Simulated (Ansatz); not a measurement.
Q: Name a neutral molecule of C, N, Si and H with HOMO–LUMO gap (ωB97M-V/def2-TZVPP) between 10.90 and 11.20 eV and ideal-gas entropy at 298 K and 1 bar (rigid rotor, harmonic PBE0-D4/def2-TZVP) between 288 and 304 J/(mol·K) (Ansatz, PBE0-D4/def2-TZVP geometry).

A: `CN[SiH3]` (11.15 eV, 300 J/(mol·K)). Other molecules can fit too; these were computed, each in one conformer that needn't be the lowest.
